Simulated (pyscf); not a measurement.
Routes from `[CH3][SnH3]` + `[ClH]`

Candidate steps break at most two bonds and form at most two. Each was searched with GFN2-xTB (tblite) first. Structures and frequencies: ωB97X-D3(BJ)/def2-SVP in PySCF. Energies: ωB97M-D3(BJ)/def2-TZVP, kJ/mol, from the separated reactants, singlet surface; ΔG‡ with ideal gas, 1 atm, RRHO with modes under 100 cm⁻¹ raised to 100, one conformer, R ln 2 for chiral ones without a mode under 150 cm⁻¹.

```json
[
 {"products": "H₃C–SnH₂–Cl + H₂", "type": "four-centre exchange", "ΔE‡": "109.0", "ΔE": "-76.6", "ΔG‡ 298 K": "145.0", "ΔG‡ 900 K": "221.6", "ν‡ (cm⁻¹)": "1033i"},
 {"products": "CH₄ + Cl–SnH₃", "type": "four-centre exchange", "ΔE‡": "124.1", "ΔE": "-116.7", "ΔG‡ 298 K": "160.4", "ΔG‡ 900 K": "241.6", "ν‡ (cm⁻¹)": "1171i"}
]
```

Plain bond fissions and candidates not yet searched are not listed, and one of them may be faster. Each barrier is that of the saddle found; lower ones may exist. Elements past Kr carry the def2 core potentials, without spin-orbit coupling.
